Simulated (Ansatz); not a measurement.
`F[SiH2]F` → F₂ + `[SiH2]` at 400 K and 1 bar (silylene formation by 1,1-elimination).

Program: Ansatz. Geometries: PBE0-D4/def2-TZVP. ΔE: electronic, gas phase. CCSD(T)/CBS is extrapolated from def2-TZVPP and def2-QZVPP, frozen cores.

| species | CCSD(T)/CBS energy (Eh) | H − E (kJ/mol) | S (J/(mol·K)) |
| --- | --- | --- | --- |
| `F[SiH2]F` | -489.99097 | 78.4 | 280.0 |
| F₂ | -199.39575 | 18.5 | 211.0 |
| `[SiH2]` | -290.18696 | 44.2 | 218.1 |

H − E and S are ideal-gas, rigid-rotor, harmonic terms from PBE0-D4/def2-TZVP. 1 Eh = 2625.50 kJ/mol, R = 8.31446 J/(mol·K).

Question: By hand: ΔE, ΔH, ΔS and ΔG.

Answer: ΔE = (-199.39575) + (-290.18696) − (-489.99097) = 0.40826 Eh = 1071.9 kJ/mol. Δ(H − E) = 18.5 + 44.2 − 78.4 = -15.7, so ΔH = 1056.2 kJ/mol. ΔS = 211.0 + 218.1 − 280.0 = 149.1 J/(mol·K). ΔG = 1056.2 − 400 × (149.1)/1000 = 996.6 kJ/mol.

Question: By hand: the equilibrium constant, and the temperature at which ΔG would vanish if ΔH and ΔS stayed fixed.

Answer: log₁₀ K = −ΔG/(RT ln 10) = -130.1. ΔG = 0 at ΔH/ΔS = 7084 K, far beyond where these terms or the molecules hold.

The number of gas molecules changes by +1, which sets the sign of ΔS. A doubt of 5 kJ/mol in ΔE shifts log₁₀ K by 0.7 here. These are equilibria of isolated gas molecules and say nothing of rates. Largest T1 diagnostic: 0.014 (customary marks: 0.02 for closed shells, 0.045 for open ones).
